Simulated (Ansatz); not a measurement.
fluoromethane (SMILES CF) moved off its minimum; all values from Ansatz (a quantum-chemistry and plane-wave program), cores frozen in correlated methods.
(charge 0, multiplicity 1)
```xyz
5

C     -0.7647     0.1698     0.1260
F      0.6377    -0.0438    -0.0158
H     -0.8963    -0.0053     1.1233
H     -0.8653     1.1783    -0.2637
H     -1.1133    -0.6642    -0.5814
```

### Question
Give the forces (eV/Å), the total energy and the dipole at CCSD(T)/aug-cc-pVTZ.

### Answer

```
atom      Fx      Fy      Fz
----  ------  ------  ------
C1     2.373  -1.514  -4.181
F2     0.513   0.147   0.138
H3    -1.333  -0.150   2.536
H4    -0.933   0.012   0.266
H5    -0.620   1.505   1.240
```
Energy -139.5563 hartree, dipole 1.96 D.
